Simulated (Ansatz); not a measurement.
**Chalcopyrite ZnGeP2**

Level of theory: PBE-D4 in Ansatz (plane waves, PAW).

Numerical settings: plane-wave cutoff 500 eV, 8×8×8 k mesh, gaussian smearing 0.02 eV, scalar-relativistic PAW data made under PBE.

Cell (relaxed at this level):

```
CELL_PARAMETERS angstrom
     -2.71637     2.71637     5.35691
      2.71637    -2.71637     5.35691
      2.71637     2.71637    -5.35691
ATOMIC_POSITIONS crystal
  Zn 0.00000 0.00000 0.00000
  Zn 0.75000 0.25000 0.50000
  Ge 0.50000 0.50000 0.00000
  Ge 0.25000 0.75000 0.50000
  P  0.87500 0.87270 0.49770
  P  0.12730 0.62500 0.00230
  P  0.37500 0.37730 0.50230
  P  0.62270 0.12500 0.99770
```

```yaml
band_gap: 1.23 eV (on the SCF k mesh)
```

Measured, for comparison: band gap 2.05 eV (temperature not stated, no zero-point or thermal correction, pseudodirect, our sources range from 1.80 to 2.20; as tabulated in Rashkeev et al. (1999), arXiv:cond-mat/9809378).

Spin–orbit coupling is not included.

Computed values are for the static lattice.

It cost roughly 2.1 core-minutes of CPU time.

Ansatz is a program for electronic structure.
